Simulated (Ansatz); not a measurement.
We consider 1T (CdI2-type) HfTe2, described by PBE0 (Ansatz, a quantum-chemistry and plane-wave program, PAW).

Input:

Ansatz 0.2 input:
```yaml
crystal:
  lattice:
    - [4.0036180576, 0.0, 0.0]
    - [-2.0018090288, 3.4672349449, 0.0]
    - [0.0, 0.0, 7.1223884164]
  atoms:
    - { symbol: Hf, position: [0.0, 0.0, 0.0] }
    - { symbol: Te, position: [0.3333333333, 0.6666666667, 0.243904207] }
    - { symbol: Te, position: [0.6666666667, 0.3333333333, 0.756095793] }
basis:
  ecutwfc: 460
  ecutrho_ratio: 4
  xc_grid: 2
kpoints:
  mp_grid: { grid: [9, 9, 4] }
hamiltonian:
  xc: pbe0
  dispersion: none
  pseudopotentials: { kind: paw }
scf:
  occupations: { method: fermi_dirac, width: 0.05 }
  convergence: { dr2_threshold: 0.0000000003 }
output:
  forces: true
  stress: true
  eigenvalues: true
```

Excerpt of the program's output:

```
WARN output.stress: scf.exx.energy_threshold = 1e-6 eV is looser than the 3e-8 eV advised for a stress under a hybrid functional (1e-8 eV for each atom of the …
Crystal: 3 atoms, lattice volume = 98.869 Å³
Basis set: ecut = 460 eV, 2203 PW (Γ), exchange–correlation on 60×60×100 points (8 copies of the dense FFT grid, shifted against one another)
Bands: 35, of which v1, the nominal top of the filled ones, is band 29 counted from 1 (28 counted from 0)
Symmetry: 12 space group operations
Space group: P-3m1 (ITA 164), of the structure as read, at distance tolerance 4.6e-5 Å
k-points: 43 of 324
Functional: x = pbe(κ = 0.804, μ = 0.2195149727645171), c = pbe(β = 0.06672455060314922), warm-up for x = 0.75 pbe(κ = 0.804, μ = 0.2195149727645171) + 0.25 exact, c = pbe(β = 0.06672455060314922)
SCF iter   1: F=—  HF=-29683.755017 eV  |F-HF|=—  |Δ(HF+E_count)|=         —  Δρ=1.39e-3  dr2=1.80e-3
SCF iter   2: F=—  HF=-29683.756433 eV  |F-HF|=—  |Δ(HF+E_count)|=   1.42e-3  Δρ=7.29e-4  dr2=4.55e-4
  ...
SCF 1 converged in 11 iterations: F = -29683.756794 eV  dr2 = 2.14e-10
Crystal: 3 atoms, lattice volume = 98.869 Å³
Initial density: handed on by an earlier stage of this run
Functional: x = 0.75 pbe(κ = 0.804, μ = 0.2195149727645171) + 0.25 exact, c = pbe(β = 0.06672455060314922)
SCF 2 converged in 13 iterations: F = -29689.216892 eV  dr2 = 2.26e-10
Crystal: 3 atoms, lattice volume = 98.869 Å³
Crystal: 3 atoms, lattice volume = 98.869 Å³
Crystal: 3 atoms, lattice volume = 98.869 Å³
SCF iter   4: F=—  HF=-29689.256940 eV  |F-HF|=—  |Δ(HF+E_count)|=  3.64e-12  Δρ=6.60e-7  dr2=3.04e-10
SCF iter   5: F=-29689.256940 eV  HF=-29689.256940 eV  |F-HF|=7.28e-12  |Δ(HF+E_count)|=  7.28e-11  Δρ=1.71e-7  dr2=1.43e-11
SCF 5 converged in 5 iterations: F = -29689.256940 eV  dr2 = 1.43e-11
Free energy (F): -29689.256940 eV
Internal energy: -29689.256918 eV  (E = F + TS)
E sigma→0 (E₀):  -29689.256929 eV
Fermi energy:    9.963702 eV
--- Stress (GPa, compression-positive) ---
        0.016056       0.000000       0.000000
        0.000000       0.016056       0.000000
        0.000000       0.000000       0.036337
  P = ⅓ Tr σ = 0.0228 GPa (0.228 kbar)
```

The PAW data were made under PBE.

Note: the cell comes from a level without a dispersion term, which matters for the spacing of layers, chains or molecules. Note: the cell has widely spaced layers and the level no dispersion term, so their spacing and the moduli can rest on weak binding.
